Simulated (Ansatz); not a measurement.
**Si2 (singlet): from Hartree-Fock to the top rungs at distance Si1–Si2 = 2.800 Å, 6-31G**

An exercise on one series of results from a longer session: the logs are not shown, and one member is left open.

The runs use Ansatz 0.2.0, Gaussian basis; 6-31G, core rule «outside noble gas», up to 10 orbitals frozen.

To be run: UHF; CCSD(T) on RHF; CCSD(T) on UHF; BCCD(T) on RHF; CISD; CCSDT(Q) on RHF; CCSDT(Q) on UHF; CISDTQ; CCSDTQ on RHF; CCSDTQ on UHF; CASSCF and MRCISD+Q, 2 electrons in 2 orbitals; CASSCF and NEVPT2, 2 electrons in 2 orbitals; CASSCF and MRCISD+Q, 8 electrons in 8 orbitals; CASSCF and NEVPT2, 8 electrons in 8 orbitals; Full CI.

29 further runs of the same task are left out: 4 for a known fault of the program, 22 that didn't finish, 3 set aside as unsound or not needed.

### The geometry

The geometry derives from a PBE0/def2-TZVP stationary point (not a proven minimum). One bond is set to the value named and the two fragments are kept rigid.

2 atoms, charge 0, spin multiplicity 1.

Atoms are counted from 1 here; the program's logs count them from 0.

No contacts short enough for the rule that draws bonds.

Coordinates:

| atom | x (Å) | y (Å) | z (Å) |
| --- | --- | --- | --- |
| Si1 | 0.0000 | 0.0000 | 0.0000 |
| Si2 | 0.0000 | 0.0000 | 2.8000 |

Set-up of the first run:

Input file in.yaml:

```yaml
crystal:
  periodic: [false, false, false]
  atoms:
    - {symbol: Si, position_ang: [0.000000, 0.000000, 0.000000]}
    - {symbol: Si, position_ang: [0.000000, 0.000000, 2.800000]}
basis:
  gaussian: {orbitals: 6-31G}
magnetization: {spin_polarized: true, initial_magnetization: 0}
hamiltonian: {xc: hf}
output: {orbitals: {seedname: orbitals}}
```

The run is started by

```
$ ansatz run in.yaml --threads 1 --pin off --events-out ev --progress --plain --max-ram 2393MiB
```

Steps of the session up to this table: UHF; CCSD(T) on RHF; CCSD(T) on UHF; BCCD(T) on RHF; CISD; CCSDT(Q) on RHF; CCSDT(Q) on UHF; CISDTQ; CCSDTQ on RHF; CCSDTQ on UHF; CASSCF and MRCISD+Q, 2 electrons in 2 orbitals; CASSCF and NEVPT2, 2 electrons in 2 orbitals; CASSCF and MRCISD+Q, 8 electrons in 8 orbitals; CASSCF and NEVPT2, 8 electrons in 8 orbitals; Full CI.

One of the session's tables, all rows but one given; the rest of the session is left out.

```
          method  from FCI (meV)
             RHF         +3655.7
            RMP2          +859.5
            CISD          +593.4
           RCCSD          +244.6
        RCCSD(T)          +115.1
         BCCD(T)          +117.9
          RCCSDT           +98.8
          CISDTQ           +65.1
       RCCSDT(Q)               ?
         RCCSDTQ            +9.6
  CASSCF valence          +816.0
  NEVPT2 valence          +249.9
  MRCISD valence           +21.5
MRCISD+Q valence            -1.2
             FCI               0
```

Q: Estimate the row for RCCSDT(Q) from the others.

As computed: from FCI (meV): +46.9. In the column «from FCI (meV)» it lies between MRCISD valence (+21.5) and CISDTQ (+65.1).

Left out of the table: CASSCF pair, NEVPT2 pair, MRCISD pair, MRCISD+Q pair (the active space lost an orbital or holds another state than full CI finds).

To keep in mind: The report flags that the cluster equations may have other roots. Left out of the table: UHF, UMP2, UCCSD, UCCSD(T), UCCSDT, UCCSDT(Q), UCCSDTQ (another determinant or state than the rows shown). The program flags RCCSD(T), BCCD(T), RCCSDT(Q), RCCSDTQ as in doubt, so those rows may rest on another solution; read them beside their warnings.
